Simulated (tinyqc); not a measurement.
MP2 on RHF in the sto-3g basis, for H2O, spin multiplicity 1, step by step. One step of it, computed by the program tinyqc.

Problem. Second-order Moller-Plesset energy. E2 = sum_ijab (ia|jb) [2 (ia|jb) - (ib|ja)] / (e_i + e_j - e_a - e_b) over occupied i, j and virtual a, b; the opposite-spin part is (ia|jb)^2 / denominator, the rest is same-spin, and SCS-MP2 scales them by 6/5 and 1/3.

orbital energies (hartree): MO1 -20.258408, MO2 -1.255498, MO3 -0.578325, MO4 -0.468616, MO5 -0.394803, MO6 0.574564, MO7 0.665188

Two-electron integrals over orbitals (pq|rs), unique and non-zero (hartree):
```
(11|11) 4.745428    (21|11) -0.418911   (21|21) 0.058730    (22|11) 1.006920
(22|21) -0.013371   (22|22) 0.727486    (31|31) 0.011278    (32|31) 0.017805
(32|32) 0.139483    (33|11) 0.796463    (33|21) -0.004564   (33|22) 0.640515
(33|33) 0.624689    (41|11) 0.188085    (41|21) -0.023554   (41|22) 0.015550
(41|33) 0.006506    (41|41) 0.026837    (42|11) -0.143136   (42|21) 0.009264
(42|22) -0.004398   (42|33) 0.004898    (42|41) 0.017310    (42|42) 0.125500
(43|31) -0.003689   (43|32) 0.020652    (43|43) 0.051005    (44|11) 0.967008
(44|21) -0.012802   (44|22) 0.664979    (44|33) 0.588987    (44|41) -0.009917
(44|42) -0.100258   (44|44) 0.745090    (51|51) 0.026012    (52|51) 0.032578
(52|52) 0.145471    (53|53) 0.028456    (54|51) -0.013705   (54|52) -0.048629
(54|54) 0.054466    (55|11) 1.115345    (55|21) -0.011782   (55|22) 0.748224
(55|33) 0.624608    (55|41) 0.005278    (55|42) -0.076877   (55|44) 0.711104
(55|55) 0.880159    (61|11) -0.218411   (61|21) 0.033236    (61|22) 0.000053
(61|33) 0.000770    (61|41) 0.000571    (61|42) 0.021072    (61|44) -0.018736
(61|55) -0.005744   (61|61) 0.029956    (62|11) 0.294594    (62|21) -0.006028
(62|22) 0.141593    (62|33) 0.077398    (62|41) 0.018869    (62|42) 0.022555
(62|44) 0.074155    (62|55) 0.152910    (62|61) 0.009328    (62|62) 0.101351
(63|31) 0.003430    (63|32) -0.032497   (63|43) -0.029788   (63|63) 0.066050
(64|11) 0.243186    (64|21) -0.003030   (64|22) 0.104371    (64|33) 0.047428
(64|41) 0.000461    (64|42) -0.047702   (64|44) 0.129651    (64|55) 0.131277
(64|61) -0.002248   (64|62) 0.058585    (64|64) 0.083868    (65|51) 0.014420
(65|52) 0.055119    (65|54) 0.000891    (65|65) 0.037148    (66|11) 0.815588
(66|21) -0.007270   (66|22) 0.617583    (66|33) 0.570084    (66|41) 0.020135
(66|42) 0.052300    (66|44) 0.554873    (66|55) 0.594314    (66|61) 0.009440
(66|62) 0.101071    (66|64) 0.048528    (66|66) 0.602157    (71|31) 0.014888
(71|32) 0.022120    (71|43) -0.005001   (71|63) 0.003974    (71|71) 0.019697
(72|31) 0.014074    (72|32) 0.042875    (72|43) -0.036063   (72|63) 0.034563
(72|71) 0.017683    (72|72) 0.062917    (73|11) 0.361615    (73|21) -0.007347
(73|22) 0.140761    (73|33) 0.089534    (73|41) -0.000676   (73|42) -0.082763
(73|44) 0.147978    (73|55) 0.191889    (73|61) -0.006837   (73|62) 0.073124
(73|64) 0.090959    (73|66) 0.040879    (73|73) 0.157642    (74|31) -0.009681
(74|32) -0.078870   (74|43) -0.003922   (74|63) 0.046224    (74|71) -0.012635
(74|72) -0.015358   (74|74) 0.072854    (75|53) 0.023606    (75|75) 0.023793
(76|31) 0.008354    (76|32) 0.091097    (76|43) 0.052248    (76|63) -0.058319
(76|71) 0.010550    (76|72) -0.011217   (76|74) -0.059998   (76|76) 0.110258
(77|11) 0.842800    (77|21) -0.008681   (77|22) 0.615829    (77|33) 0.602195
(77|41) 0.004371    (77|42) -0.011630   (77|44) 0.592455    (77|55) 0.613240
(77|61) -0.003938   (77|62) 0.064688    (77|64) 0.041990    (77|66) 0.565470
(77|73) 0.084254    (77|77) 0.607895
```

Hartree-Fock energy = -74.96460465 hartree

Give: Terms; Pair energies; MP2 correlation energy; SCS-MP2 correlation energy; MP2 total energy.

Solution.

Terms:
```
i  j  a  b    (ia|jb)    (ib|ja)  denominator       term
3  3  7  7      0.158      0.158       -2.487     -0.010
4  3  6  7      0.091      0.046       -2.287     -0.005
3  4  7  6      0.091      0.046       -2.287     -0.005
4  4  6  6      0.084      0.084       -2.086  -3.37e-03
2  2  6  6      0.101      0.101       -3.660  -2.81e-03
3  2  7  6      0.073      0.035       -3.074  -2.66e-03
2  3  6  7      0.073      0.035       -3.074  -2.66e-03
4  4  7  7      0.073      0.073       -2.268  -2.34e-03
3  3  6  6      0.066      0.066       -2.306  -1.89e-03
4  2  6  6      0.059      0.059       -2.873  -1.19e-03
2  4  6  6      0.059      0.059       -2.873  -1.19e-03
2  2  7  7      0.063      0.063       -3.841  -1.03e-03
5  5  6  6      0.037      0.037       -1.939  -7.12e-04
5  5  7  7      0.024      0.024       -2.120  -2.67e-04
2  4  7  7     -0.015     -0.015       -3.054  -7.72e-05
4  2  7  7     -0.015     -0.015       -3.054  -7.72e-05
3  2  6  7      0.035      0.073       -3.074   4.50e-05
2  3  7  6      0.035      0.073       -3.074   4.50e-05
3  4  6  7      0.046      0.091       -2.287  -3.01e-05
4  3  7  6      0.046      0.091       -2.287  -3.01e-05
1  1  6  6      0.030      0.030      -41.666  -2.15e-05
2  1  7  7      0.018      0.018      -22.844  -1.37e-05
1  2  7  7      0.018      0.018      -22.844  -1.37e-05
1  1  7  7      0.020      0.020      -41.847  -9.27e-06
1  4  7  7     -0.013     -0.013      -22.057  -7.24e-06
4  1  7  7     -0.013     -0.013      -22.057  -7.24e-06
3  1  7  6     -0.007   3.97e-03      -22.076  -5.47e-06
1  3  6  7     -0.007   3.97e-03      -22.076  -5.47e-06
1  2  6  6      0.009      0.009      -22.663  -3.84e-06
2  1  6  6      0.009      0.009      -22.663  -3.84e-06
3  1  6  7   3.97e-03     -0.007      -22.076  -2.66e-06
1  3  7  6   3.97e-03     -0.007      -22.076  -2.66e-06
4  1  6  6  -2.25e-03  -2.25e-03      -21.876  -2.31e-07
1  4  6  6  -2.25e-03  -2.25e-03      -21.876  -2.31e-07
```

Pair energies (hartree; pair i-j sums ij and ji):
```
pair  opposite spin  same spin
1-1       -3.08e-05      0.000
2-1       -3.51e-05      0.000
2-2       -3.84e-03      0.000
3-1       -5.67e-06  -1.06e-05
3-2       -4.26e-03  -9.68e-04
3-3          -0.012      0.000
4-1       -1.49e-05      0.000
4-2       -2.54e-03      0.000
4-3          -0.009  -1.75e-03
4-4          -0.006      0.000
5-5       -9.79e-04      0.000
```

MP2 correlation energy = -0.04113 hartree

SCS-MP2 correlation energy = -0.04699 hartree

MP2 total energy = -75.00574 hartree
